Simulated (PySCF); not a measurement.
Predicted microwave data (PySCF 2.14.0, PBE0-D3(BJ)/def2-TZVP geometry optimisation, gas phase) for one isomer of C4H10:

```
Rotational constants : A = 23629, B = 3667, C = 3443 MHz
Dipole components    : |μa| = 0.00 D, |μb| = 0.00 D, |μc| = 0.00 D
Inertial defect      : -12.44 u·Å²
κ                    : -0.98
```

Question: Which candidate fits, each taken in the one conformer that was computed?
A. `CC(C)C`
B. `[CH3:1][CH2:2][CH2:3][CH3:4]` with C1–C2–C3–C4 179° (butane)

Answer: B. It is CCCC, a near-prolate asymmetric top, point group C2h. The candidates at the same level (rigid rotor, commonest isotopes):

```json
{"SMILES": "CC(C)C", "A (MHz)": "7871", "B (MHz)": "7870", "C (MHz)": "4566", "μa (D)": "0.00", "μb (D)": "0.00", "μc (D)": "0.13", "Δ (u·Å²)": "-17.74", "point group": "C3v", "rotor": "oblate symmetric top"}
{"SMILES": "CCCC", "A (MHz)": "23629", "B (MHz)": "3667", "C (MHz)": "3443", "μa (D)": "0.00", "μb (D)": "0.00", "μc (D)": "0.00", "Δ (u·Å²)": "-12.44", "point group": "C2h", "rotor": "near-prolate asymmetric top"}
```

`CC(C)C` has B 115 % too high. No structure here is proved a minimum.
